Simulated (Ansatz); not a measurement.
Reaction (SMILES): [C]#C (C-CH) → C#[C-] (an electron is taken up)
B3LYP-D3(BJ)/def2-TZVP geometries, fixed; electronic energies without zero-point terms; positive where energy is released.

Basis-set convergence of the adiabatic electron affinity at PBE0 with Ansatz (a program for electronic structure). Cartesian d functions, on some or all atoms, in 6-31G*, 6-31+G*; all else is spherical. The program fits the integrals of some runs and decomposes those of others, by size. Open shells are unrestricted. No added dispersion term, no relativity. Functions are those of the species that has most. Reference: the value in aug-pcseg-3, 2.915 eV, itself unsure by roughly 0.012 eV (its mean distance from aug-cc-pVQZ, def2-QZVPPD).

```
basis              functions  adiabatic electron affinity (eV)
-----------------  ---------  --------------------------------
3-21G                     20                             1.906
6-31G*                    32                               ___
pcseg-1                   33                               ___
6-31+G*                   40                             2.935
6-311G**                  42                             2.501
aug-cc-pVDZ               55                               ___
cc-pVTZ                   74                               ___
def2-TZVPD                83                             2.856
6-311++G(3df,3pd)         96                             2.924
aug-pcseg-2              115                             2.915
cc-pVQZ                  140                             2.789
def2-QZVPP               144                             2.867
cc-pV5Z                  237                             2.878
```

Problem. Fill in the missing entries.

Solution. 
- 6-31G*, adiabatic electron affinity (eV): 2.052
- pcseg-1, adiabatic electron affinity (eV): 2.655
- aug-cc-pVDZ, adiabatic electron affinity (eV): 2.963
- cc-pVTZ, adiabatic electron affinity (eV): 2.666
